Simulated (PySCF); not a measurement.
# GaH⁻, quartet: stretch scan

Starting geometry (PBE0/def2-TZVPD stationary point for this spin):

```json
{"atom": "Ga", "x (Å)": "0.0000", "y (Å)": "0.0000", "z (Å)": "0.0000"}
{"atom": "H", "x (Å)": "0.0000", "y (Å)": "0.0000", "z (Å)": "1.6026"}
```

From there H2 moves along the line of the two atoms named below, all else staying in place; atoms are numbered as listed. Energies are in kcal/mol, counted from the starting geometry at the same level. Kohn–Sham curves keep the symmetry of the cluster determinant, unrestricted for open shells and where UHF breaks spin symmetry.

Basis aug-cc-pVDZ; PySCF 2.14.0. Correlated methods freeze the noble-gas cores and the filled d shells of p-block atoms. No spin–orbit coupling is included, and no scalar relativity.

In so small a basis the reference is far from its limit while semilocal and hybrid functionals are nearer theirs (RPA and double hybrids share much of the reference's basis error), so the functionals' errors here hold much of the reference's basis and frozen-core error, which can add to them or hide them.

Full CI is exact within this basis and frozen core; it isn't the basis-set limit.

```json
{"distance Ga1-H2 (Å)": "1.305", "full CI": "21.0", "PBE": "19.0", "r2SCAN": "17.1", "B97M-V": "18.7", "PBE0": "18.2", "B3LYP": "18.8", "wB97M-V": "17.5", "HSE06": "18.2", "B2PLYP": "19.1"}
{"distance Ga1-H2 (Å)": "1.454", "full CI": "4.6", "PBE": "4.1", "r2SCAN": "3.1", "B97M-V": "4.0", "PBE0": "3.5", "B3LYP": "4.0", "wB97M-V": "3.2", "HSE06": "3.6", "B2PLYP": "3.9"}
{"distance Ga1-H2 (Å)": "1.603", "full CI": "0.0", "PBE": "0.0", "r2SCAN": "0.0", "B97M-V": "0.0", "PBE0": "0.0", "B3LYP": "0.0", "wB97M-V": "0.0", "HSE06": "0.0", "B2PLYP": "0.0"}
{"distance Ga1-H2 (Å)": "1.731", "full CI": "1.0", "PBE": "1.0", "r2SCAN": "1.8", "B97M-V": "1.0", "PBE0": "1.5", "B3LYP": "1.0", "wB97M-V": "1.8", "HSE06": "1.5", "B2PLYP": "1.2"}
{"distance Ga1-H2 (Å)": "1.959", "full CI": "7.3", "PBE": "6.6", "r2SCAN": "8.6", "B97M-V": "6.6", "PBE0": "8.2", "B3LYP": "6.5", "wB97M-V": "8.7", "HSE06": "7.9", "B2PLYP": "7.4"}
{"distance Ga1-H2 (Å)": "2.263", "full CI": "16.2", "PBE": "14.4", "r2SCAN": "17.2", "B97M-V": "14.5", "PBE0": "16.6", "B3LYP": "13.7", "wB97M-V": "17.0", "HSE06": "16.0", "B2PLYP": "15.2"}
{"distance Ga1-H2 (Å)": "2.568", "full CI": "21.5", "PBE": "18.9", "r2SCAN": "22.7", "B97M-V": "19.4", "PBE0": "21.1", "B3LYP": "17.8", "wB97M-V": "21.1", "HSE06": "20.2", "B2PLYP": "19.3"}
{"distance Ga1-H2 (Å)": "2.913", "full CI": "24.1", "PBE": "21.1", "r2SCAN": "26.0", "B97M-V": "21.9", "PBE0": "23.2", "B3LYP": "20.0", "wB97M-V": "22.9", "HSE06": "22.2", "B2PLYP": "21.4"}
{"distance Ga1-H2 (Å)": "3.510", "full CI": "25.7", "PBE": "22.4", "r2SCAN": "28.2", "B97M-V": "23.1", "PBE0": "24.4", "B3LYP": "21.4", "wB97M-V": "23.7", "HSE06": "23.4", "B2PLYP": "22.6"}
{"distance Ga1-H2 (Å)": "4.250", "full CI": "26.3", "PBE": "23.0", "r2SCAN": "29.1", "B97M-V": "23.9", "PBE0": "24.9", "B3LYP": "21.8", "wB97M-V": "23.8", "HSE06": "23.9", "B2PLYP": "23.0"}
{"distance Ga1-H2 (Å)": "5.414", "full CI": "26.6", "PBE": "23.3", "r2SCAN": "29.5", "B97M-V": "24.4", "PBE0": "25.1", "B3LYP": "22.0", "wB97M-V": "24.1", "HSE06": "24.2", "B2PLYP": "23.2"}
```

Task: Judged by the spread of the error over the points with a reference (largest less smallest), which of these follows full CI best and which worst?

Result: Subtracting the full CI column from each: best B97M-V (errors from -2.5 to 0.0, spread 2.5 kcal/mol), worst r2SCAN (from -3.9 to 2.9, spread 6.8 kcal/mol). Functionals and wave-function methods converge differently with the basis, so part of this is basis effect.

B3LYP at 5.414 Å lies 4.7 kcal/mol (17 %) below the reference in this basis.
